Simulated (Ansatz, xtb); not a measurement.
# Relaxing a trial structure of CH3BS

The starting geometry of this gas-phase triplet was built from a drawn formula by distance geometry and a force field; its bonds are those of `[B]CS`.

```xyz
6

C    -1.4317   -0.9294    0.9724
B    -2.1634   -1.8951   -0.1221
S    -0.3898    0.2976    0.1398
H    -2.2740   -0.3964    1.5507
H    -0.8554   -1.5925    1.6652
H     0.5620   -0.6712   -0.2587
```

Task: Predict what it relaxes into with r2SCAN-D4/def2-SVP.

Result: A new bond forms, giving a structure given below by its coordinates. Contacts that close: B2–S3 (2.83 → 1.89 Å).

The energy falls by 0.93 eV over 10 steps:

```tsv
step	E − E(last) (eV)
1	0.933
2	0.716
3	0.519
4	0.304
5	0.166
6	0.035
7	0.016
8	0.001
9	0.000
10	0.000
```

Final geometry (Å):

```csv
atom,x (Å),y (Å),z (Å)
C,-1.5625,-1.0540,1.1174
B,-1.9099,-1.4929,-0.3105
S,-0.6716,-0.0657,-0.2463
H,-2.1633,-0.3512,1.7149
H,-0.8312,-1.5991,1.7442
H,0.5861,-0.6240,-0.0726
```

From the same start GFN2-xTB ends elsewhere, in pieces: CH2B + HS.

The end wasn't checked by frequencies. Open shells are spin-unrestricted. The triplet needn't be the ground state. Run with Ansatz 0.2.0, 32 s on 2 threads of Arm Neoverse V2 (shared host).
